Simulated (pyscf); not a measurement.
Single points on ωB97X-D3(BJ)/def2-SVP structures (PySCF, gas phase).

`[F][C]([F])([F])[SiH2][O][SiH3]` + `[FH]` -> `[F][SiH2][C]([F])([F])[F]` + `[OH][SiH3]`
Surface: singlet. Broken: O–Si, F–H. Formed: F–Si, H–O. Give ΔE‡ and ΔE from ωB97M-D3(BJ)/def2-TZVP, relative to the separated reactants.

ΔE‡ = 12.5 kcal/mol, ΔE = -4.4 kcal/mol. Zero-point energy shifts the barrier by +0.7 kcal/mol. It is a four-centre exchange, with an imaginary mode of 713i cm⁻¹. On the reactant side the descent ends in a complex, 4.8 kcal/mol under the separated species and 18.0 kcal/mol under the saddle at ωB97X-D3(BJ)/def2-TZVP. On the product side the descent ends in a complex (not fully relaxed), 4.5 kcal/mol under the separated species and 20.4 kcal/mol under the saddle at ωB97X-D3(BJ)/def2-TZVP. F–C(F)(F)–SiH₂–O–SiH₃ lies 40.1 kcal/mol over its isomer F–CH(F)–SiH(F)–O–SiH₃ (electronic energy, ωB97M-D3(BJ)/def2-TZVP). F–SiH₂–C(F)(F)–F lies 92.1 kcal/mol over its isomer F–CH₂–Si(F)(F)–F (electronic energy, ωB97M-D3(BJ)/def2-TZVP). One saddle was located; it need not be the lowest between these sides.
